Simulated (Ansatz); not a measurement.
C$_{4}$H$_{9}$F (`CC(C)CF`). The species carries charge 0 and has multiplicity 1.

Cartesian coordinates in Å:
```
C 1.275 -0.312 -0.626
C -0.185 0.031 -0.367
C -0.332 1.378 0.326
C -0.876 -1.066 0.414
F -0.298 -1.220 1.665
H 1.822 -0.400 0.316
H 1.757 0.465 -1.223
H 1.375 -1.260 -1.162
H -0.710 0.074 -1.331
H 0.148 1.360 1.308
H -1.383 1.641 0.471
H 0.136 2.171 -0.262
H -1.934 -0.832 0.571
H -0.796 -2.029 -0.102
```

Problem. What are the harmonic wavenumbers in cm⁻¹ at PBE0-D4/def2-TZVP (Ansatz, finite differences of forces, unscaled)? (Best estimate.)

Solution. The calculation gave: 123, 215, 222, 264, 369, 370, 602, 811, 917, 954, 966, 987, 1032, 1138, 1184, 1211, 1272, 1356, 1361, 1397, 1397, 1426, 1477, 1487, 1489, 1505, 1507, 3022, 3045, 3047, 3052, 3094, 3121, 3123, 3128, 3132.

Problem. Is this a minimum?

Solution. Yes, all 36 modes are real.

Problem. Give the ideal-gas thermochemistry at 298.15 K and 1 bar (rigid rotor, harmonic oscillator; point group Cs, symmetry number 1).

Solution. Zero-point energy 327.8 kJ/mol; H(298) − E = 346.8 kJ/mol; entropy 322.2 J/(mol·K), of which translation 162.9, rotation 107.9, vibration 51.4; G(298) − E = 250.8 kJ/mol.

Problem. And at 400, 500, 600, 800 and 1000 K?

Solution. 
```tsv
T (K)	H − E (kJ/mol)	S (J/mol/K)	G − E (kJ/mol)
400	358.4	355.3	216.2
500	372.4	386.5	179.1
600	388.8	416.4	139.0
800	427.5	471.7	50.1
1000	472.2	521.5	-49.3
```
